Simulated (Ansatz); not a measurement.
**CCSD(T) against full CI for several species**

Each species is computed at the geometry given (Å), with frozen cores, in Ansatz 0.2.0: RHF-CCSD(T) for singlets, UHF-CCSD(T) otherwise, and full CI in the same basis. The program picks the determinant by trial CCSD, so it needn't be the lowest Hartree–Fock solution. States: B2H Σ⁻ or Δ, [H···H···S] Π, HBN⁺ Σ⁻ or Δ, HBAl A'. Cases whose determinant has another symmetry than full CI's state, or whose (Q) step broke down, weren't drawn.

Judging by size, spin and bonding and the diagnostics given, rank them by the size of CCSD(T)'s error in total energy against full CI in the same basis, smallest first (an estimate).
A. [H···H···S], triplet, 6-31G: H 0.000 0.000 -1.342; H 0.000 0.000 -0.063; S 0.000 0.000 1.406. T1 0.015, (T) -14 meV in a correlation energy of -1.46 eV
B. HBN⁺, triplet, 6-31G: B 0.000 0.000 0.044; N 0.000 0.000 -1.262; H 0.000 0.000 1.218. T1 0.019, (T) -58 meV in a correlation energy of -2.92 eV
C. B2H, quartet, 6-31G: B 0.000 0.000 0.100; B 0.000 0.000 -1.228; H 0.000 0.000 1.128. T1 0.014, (T) -38 meV in a correlation energy of -2.05 eV
D. HBAl, doublet, 6-31G: B 0.000 -0.139 0.473; Al 0.000 -0.050 -2.718; H 0.000 0.189 2.245. T1 0.092, (T) -74 meV in a correlation energy of -3.05 eV

A (5.4 meV), C (15.0 meV), B (19.7 meV), D (61.3 meV).

| species | basis | correlated electrons | CCSD(T) − full CI (meV) | CCSDT(Q) − full CI (meV) | unpaired electrons (full CI) | T1 | ⟨S²⟩ of the determinant |
| --- | --- | --- | --- | --- | --- | --- | --- |
| [H···H···S], triplet | 6-31G | 8 | 5.4 | 0.2 | 2.02 | 0.015 | 2.04 |
| B2H, quartet | 6-31G | 7 | 15.0 | 0.0 | 3.01 | 0.014 | 3.75 |
| HBN⁺, triplet | 6-31G | 8 | 19.7 | -0.7 | 2.02 | 0.019 | 2.01 |
| HBAl, doublet | 6-31G | 7 | 61.3 | 0.6 | 1.27 | 0.092 | 0.94 |

Unpaired electrons are Σ n²(2−n)² over natural occupations; an open shell counts its own unpaired electrons too. Frozen cores follow each run's orbitals, which moves totals by a few meV.
